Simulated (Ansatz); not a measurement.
Si2S⁺, relaxed as a doublet with UKS PBE-D4/def2-TZVP in Ansatz, starting from the GFN1-xTB geometry. Force threshold 0.02 eV/Å.

The relaxation made no stability test and no search for a lower SCF solution. Another isomer (doublet) lies 0.96 eV lower at PBE0-D4/def2-TZVP; other spin states weren't run for this one.

Start:

```xyz
3

Si    0.335   -1.759   -1.049
Si   -0.334    1.759    1.049
S     0.000    0.000   -0.001
```

```csv
step,energy (eV),largest force component (eV/Å),SCF passes
1,-26569.6789,0.424,17
2,-26569.6891,0.033,19
3,-26569.6892,0.002,14
```

Force components are those of the run's own axes.

End:

```xyz
3

Si    0.339   -1.780   -1.061
Si   -0.338    1.779    1.062
S     0.000    0.000   -0.001
```

By distances, no bond broke or formed. The bond that changes most is Si2–S3, from 2.08 to 2.10 Å (atoms count from 1).

No frequencies were taken in this run, so the end may be a saddle point.

Hardware: 4 threads of Arm Neoverse V2 on a shared host. Wall time 1.9 s.
